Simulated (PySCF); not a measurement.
**doublet SiH4S+ at 6 levels**

Aim: a comparison of 6 runs (UPBE/STO-6G, NEVPT2(3,3)/STO-6G, UCCSDT/STO-6G, UCISD/STO-6G, ROCCSD(T)/STO-6G, FCI/STO-6G) of doublet SiH4S+. The job is set up through a Python script.

The calculation is run with PySCF 2.14.0.

6 further runs of the same task are left out: 6 set aside as unsound or not needed.

## Step 1: Starting point

SiH4S+ has 6 atoms, charge +1, and is taken as a doublet. As SMILES of the parent species, `[H][Si]([H])([H])S`. The shape is that of a GFN2-xTB optimisation. That shape belongs to the parent species and isn't relaxed for this state.

Bond lengths: Si1–S2 2.147 Å, S2–H3 1.325 Å, Si1–H4 1.452 Å, Si1–H5 1.457 Å, Si1–H6 1.458 Å. Angles: Si1–S2–H3 97.0°, S2–Si1–H4 103.2°, S2–Si1–H5 107.7°, S2–Si1–H6 107.7°, H4–Si1–H5 113.2°, H4–Si1–H6 113.1°, H5–Si1–H6 111.3°.

## Step 2: A single-point energy at UPBE/STO-6G (run 1)

The input, start.xyz:

```xyz
6

Si     0.201210    -0.014540    -0.544580
S      0.253720     0.019820     1.601470
H     -1.056810     0.059910     1.795240
H      1.606010    -0.020690    -0.909950
H     -0.503230     1.180600    -0.990160
H     -0.500900    -1.225100    -0.952020
```

The input, calc.py:

```python
from pyscf import gto, dft

mol = gto.M(
    atom='start.xyz',
    verbose=4,
    max_memory=1860,
    charge=1,
    spin=1,
    basis='sto-6g',
)

mf = dft.UKS(mol, xc='pbe')
mf.grids.level = 5
mf.conv_tol = 1e-10
mf.kernel()
if not mf.converged:
    mf = mf.newton().run(mf.mo_coeff, mf.mo_occ)

e_tot = mf.e_tot
print('E(%s) = %.9f' % ('PBE', e_tot))
```

Command:

```bash
$ OMP_NUM_THREADS=1 python calc.py
```

Output:

```text
PySCF version 2.14.0

[... 99 lines left out ...]
converged SCF energy = -687.03673222285  <S^2> = 0.75147886  2S+1 = 2.0014783
E(PBE) = -687.036732223
```

It took 7.2 s on 1 thread of Intel Xeon 6975P-C (Granite Rapids), shared host; peak memory 0.21 GiB.

## Step 3: The energy at NEVPT2(3,3)/STO-6G (run 2)

The input, run.py:

```python
import numpy
from pyscf import gto, scf, mp, mcscf, mrpt

molecule = gto.M(
    atom=[
    ('Si', (0.201210, -0.014540, -0.544580)),
    ('S', (0.253720, 0.019820, 1.601470)),
    ('H', (-1.056810, 0.059910, 1.795240)),
    ('H', (1.606010, -0.020690, -0.909950)),
    ('H', (-0.503230, 1.180600, -0.990160)),
    ('H', (-0.500900, -1.225100, -0.952020)),
],
    charge=1,
    max_memory=1860,
    basis='sto-6g',
    verbose=3,
    spin=1,
)

hf = scf.ROHF(molecule)
hf.conv_tol = 1e-10
hf.kernel()
if not hf.converged:
    hf = hf.newton().run(hf.mo_coeff, hf.mo_occ)

pt = mp.MP2(scf.addons.convert_to_uhf(hf)).run()
noons, natorbs = mcscf.addons.make_natural_orbitals(pt)
print('natural occupations', numpy.round(noons[:40], 4))
cas = mcscf.CASSCF(hf, 3, 3)
cas.fix_spin_(ss=0.75)
cas.natorb = True
cas.kernel(natorbs)
e_pt2 = mrpt.NEVPT(cas).kernel()
etot = cas.e_tot + e_pt2
print('Final energy', etot)
```

Command:

```bash
$ OMP_NUM_THREADS=1 python run.py
```

Output:

```text
converged SCF energy = -686.191688684593
E(UMP2) = -686.255897191673  E_corr = -0.0642085070798524
E(SCS-UMP2) = -686.265567131694  E_corr = -0.073878447101026
natural occupations [2.     2.     2.     2.     2.     2.     1.9999 1.9998 1.9998 1.9998
 1.9982 1.9926 1.9897 1.9873 1.9864 1.9861 1.0006 0.0154 0.0138 0.0109
 0.0107 0.0092]
CASSCF energy = -686.210807692867
CASCI E = -686.210807692867  E(CI) = -3.81848990968081  S^2 = 0.7500000
Sr    (-1)',   E = -0.00003924355852
Si    (+1)',   E = -0.00071555610354
Sijrs (0)  ,   E = -0.04494948007437
Sijr  (+1) ,   E = -0.00204740971677
Srsi  (-1) ,   E = -0.00093710037319
Srs   (-2) ,   E = -0.00003569730214
Sij   (+2) ,   E = -0.00080428751473
Sir   (0)' ,   E = -0.00285827451474
Nevpt2 Energy = -0.052387049158000
Final energy -686.263194742025
```

Run time: 1.2 s. Hardware: 1 thread of Intel Xeon 6975P-C (Granite Rapids), shared host; peak memory 0.12 GiB.

Runs 3 to 4 aren't shown in full; the table further down has their settings and results.

## Step 4: A single-point energy at ROCCSD(T)/STO-6G (run 5)

The input, calc.py:

```python
from pyscf import gto, cc

mol = gto.M(
    atom=[
    ('Si', (0.201210, -0.014540, -0.544580)),
    ('S', (0.253720, 0.019820, 1.601470)),
    ('H', (-1.056810, 0.059910, 1.795240)),
    ('H', (1.606010, -0.020690, -0.909950)),
    ('H', (-0.503230, 1.180600, -0.990160)),
    ('H', (-0.500900, -1.225100, -0.952020)),
],
    max_memory=1860,
    spin=1,
    verbose=3,
    basis='sto-6g',
    charge=1,
)

hf = mol.ROHF()
hf.conv_tol = 1e-10
hf.kernel()
if not hf.converged:
    hf = hf.newton().run(hf.mo_coeff, hf.mo_occ)

mycc = cc.CCSD(hf, frozen=10)
mycc.kernel()
e_t = mycc.ccsd_t()
e_final = mycc.e_tot + e_t
print('Final energy', e_final)
```

Command:

```bash
$ OMP_NUM_THREADS=1 python calc.py
```

Output:

```text
converged SCF energy = -686.191688684593

WARN: RCCSD method does not support ROHF method. ROHF object is converted to UHF object and UCCSD method is called.

E(UCCSD) = -686.281511198468  E_corr = -0.08982251387518905
UCCSD(T) correction = -0.000626169822580806
Final energy -686.2821373682906
```

It took 1.1 s on 1 thread of Intel Xeon 6975P-C (Granite Rapids), shared host; peak memory 0.12 GiB.

## Step 5: The energy at FCI/STO-6G (run 6)

The input, input.xyz:

```xyz
6

Si     0.201210    -0.014540    -0.544580
S      0.253720     0.019820     1.601470
H     -1.056810     0.059910     1.795240
H      1.606010    -0.020690    -0.909950
H     -0.503230     1.180600    -0.990160
H     -0.500900    -1.225100    -0.952020
```

The input, run.py:

```python
from pyscf import gto, mcscf

molecule = gto.M(
    atom='input.xyz',
    verbose=4,
    spin=1,
    basis='sto-6g',
    max_memory=1860,
    charge=1,
)

mf = molecule.ROHF()
mf.conv_tol = 1e-10
mf.kernel()
if not mf.converged:
    mf = mf.newton().run(mf.mo_coeff, mf.mo_occ)

cas = mcscf.CASCI(mf, mf.mo_coeff.shape[-1] - 10, (molecule.nelec[0] - 10, molecule.nelec[1] - 10))  # full CI above the frozen core
cas.fix_spin_(ss=0.75)
cas.kernel()
etot = cas.e_tot
print('E = %.10f Eh' % etot)
```

Command:

```bash
$ OMP_NUM_THREADS=1 python run.py
```

Output:

```text
PySCF version 2.14.0

[... 58 lines left out ...]
converged SCF energy = -686.191688684593
[... 1 line left out ...]
******** <class 'pyscf.mcscf.casci.CASCI'> ********
CAS (7e+6e, 12o), ncore = 10, nvir = 0
natorb = False
canonicalization = True
sorting_mo_energy = False
******** <class 'pyscf.fci.addons.SpinPenaltyFCISolver'> ********
max. cycles = 200
conv_tol = 1e-08
davidson only = True
linear dependence = 1e-12
level shift = 0.001
max iter space = 12
nroots = 1
pspace_size = 400
spin = None
Density matrix diagonal elements [1.99149894 1.98082535 1.97394291 1.96471503 1.97421524 1.97378565
 1.00482963 0.02610312 0.03159913 0.02975428 0.0249534  0.02377732]
CASCI converged
CASCI E = -686.282431739702  E(CI) = -33.4837312761301  S^2 = 0.7500000
E = -686.2824317397 Eh
```

It took 7.8 s on 1 thread of Intel Xeon 6975P-C (Granite Rapids), shared host; peak memory 0.27 GiB.

## Step 6: The series

```
run               level  integration grid      active selection  energy (Eh)   ⟨S²⟩  wall time
  1         UPBE/STO-6G                 5                     –  -687.036732  0.751      7.2 s
  2  NEVPT2(3,3)/STO-6G                 –  mp2 natural orbitals  -686.263195      –      1.2 s
  3       UCCSDT/STO-6G                 –                     –  -686.282409  0.756      1.9 s
  4        UCISD/STO-6G                 –                     –  -686.277452  0.756      1.1 s
  5    ROCCSD(T)/STO-6G                 –                     –  -686.282137  0.750      1.1 s
  6          FCI/STO-6G                 –                     –  -686.282432      –      7.8 s
```

## Step 7: Summary of results

| quantity | value |
| --- | --- |
| run 6: total energy | -686.28243 Eh |
| run 6: correlation energy (10 core orbitals frozen) | -90.7 mEh |

In words: Against full CI in this basis: UCCSDT +0.0 mEh; UCISD +5.0 mEh; ROCCSD(T) +0.3 mEh. In runs 1, 2, 3, 4, 5, 6 the basis is minimal, so the values are rough. All runs together took 20 s, the longest 7.8 s.
